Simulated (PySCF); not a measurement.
PySCF input file for tetrafluoromethane (CF4), SMILES FC(F)(F)F, B3LYP-D3(BJ)/def2-SVP. Geometry optimised at B3LYP-D3(BJ)/def2-SVP.

```python
import numpy as np
from pyscf import gto, scf, dft, df
from pyscf.hessian import thermo

mol = gto.M(
    atom='''
    F     0.76382849   -0.76382849    0.76382849
    C     0.00000000    0.00000000    0.00000000
    F    -0.76382849   -0.76382849   -0.76382849
    F    -0.76382849    0.76382849    0.76382849
    F     0.76382849    0.76382849   -0.76382849
    ''',
    basis='def2-SVP',
    charge=0,
    spin=0,
    max_memory=1600,
    verbose=3,
)
mf = dft.RKS(mol, xc='b3lyp').density_fit(auxbasis='def2-universal-jkfit')
mf.disp = 'd3bj'
mf.grids.level = 3
mf.conv_tol = 1e-11
mf.max_cycle = 100
mf.kernel()

# [left out here: the lines that compute and print the analytic Hessian (its translational invariance restored by hand, since the grid's response is missing), thermochemistry and intensities]
```

Output:

```
converged SCF energy = -437.155943861868

WARN: DFTD3 does not support analytical Hessian, using finite difference


WARN: Mole.unit (angstrom) is changed to Bohr

Mode                                 0                   1                   2
Irrep
Freq [cm^-1]                      436.5475            436.5476            630.2637
Reduced mass [au]                  18.9984             18.9984             18.2108
Force const [Dyne/A]                2.1332              2.1332              4.2621
Char temp [K]                     628.0946            628.0948            906.8091
Normal mode                   x     y     z       x     y     z       x     y     z
       0   F                -0.03 -0.09 -0.06   -0.09 -0.02  0.07   -0.05  0.11 -0.05
       1   C                 0.00  0.00  0.00    0.00  0.00 -0.00   -0.06  0.00 -0.06
       2   F                 0.03 -0.09  0.06    0.09 -0.02 -0.07   -0.04 -0.11 -0.04
       3   F                 0.03  0.09 -0.06    0.09  0.02  0.07    0.06  0.00  0.07
       4   F                -0.03  0.09  0.06   -0.09  0.02 -0.07    0.07 -0.00  0.06
Mode                                 3                   4                   5
Irrep
Freq [cm^-1]                      630.2644            630.2655            917.7478
Reduced mass [au]                  18.2108             18.2108             18.9984
Force const [Dyne/A]                4.2621              4.2621              9.4279
Char temp [K]                     906.8101            906.8118           1320.4348
Normal mode                   x     y     z       x     y     z       x     y     z
       0   F                 0.05  0.02  0.09    0.09  0.01 -0.03    0.07 -0.07  0.07
       1   C                 0.02 -0.07 -0.02   -0.05 -0.03  0.05    0.00 -0.00  0.00
       2   F                -0.10  0.00 -0.05    0.03  0.00 -0.09   -0.07 -0.07 -0.07
       3   F                 0.09 -0.03 -0.08   -0.01  0.11  0.02   -0.07  0.07  0.07
       4   F                -0.05  0.05  0.06   -0.07 -0.10  0.07    0.07  0.07 -0.07
Mode                                 6                   7                   8
Irrep
Freq [cm^-1]                     1305.0255           1305.0256           1305.0296
Reduced mass [au]                  13.0206             13.0206             13.0206
Force const [Dyne/A]               13.0653             13.0653             13.0654
Char temp [K]                    1877.6411           1877.6412           1877.6471
Normal mode                   x     y     z       x     y     z       x     y     z
       0   F                -0.00 -0.01 -0.01   -0.02 -0.00  0.01   -0.05  0.05 -0.05
       1   C                 0.03  0.19  0.17    0.22  0.07 -0.12    0.13 -0.15  0.15
       2   F                -0.04 -0.05 -0.05   -0.03 -0.02 -0.01   -0.02 -0.00 -0.02
       3   F                 0.03 -0.04 -0.04   -0.04  0.02  0.03   -0.02  0.02  0.00
       4   F                -0.01 -0.02 -0.01   -0.05 -0.04  0.05    0.01  0.03 -0.03
temperature 298.1500 [K]
pressure 101325.00 [Pa]
Rotational constants [GHz] 5.69926 5.69926 5.69926
Symmetry number 12
Zero-point energy (ZPE) 0.01731 [Eh]   45438.459 [J/mol]
                           tot       elec      trans        rot        vib
Entropy [J/mol/K]       261.298      0.000    164.586     83.797     12.915
Cv [J/mol/K]             52.554      0.000     12.472     12.472     27.611
Cp [J/mol/K]             60.869      0.000     20.786     12.472     27.611
Internal energy [J/mol]                      3718.434   3718.434  48238.462
Internal energy [Eh]   -437.13474  -437.15594
Enthalpy [J/mol]                             6197.391   3718.434  48238.462
Enthalpy [Eh]          -437.13379
Gibbs free energy [J/mol]                  -42874.054 -21265.519  44387.951
Gibbs free energy [Eh] -437.16347
mode   freq/cm-1   IR/(km/mol)
   1      436.55         0.000
   2      436.55         0.000
   3      630.26         4.946
   4      630.26         4.946
   5      630.27         4.946
   6      917.75         0.000
   7     1305.03       434.705
   8     1305.03       434.705
   9     1305.03       434.706
max |gradient| / (hartree/bohr): 0.00010021810198608145
APT charges: [-0.5308  2.1232 -0.5308 -0.5308 -0.5308]
```

Self-consistency was reached.
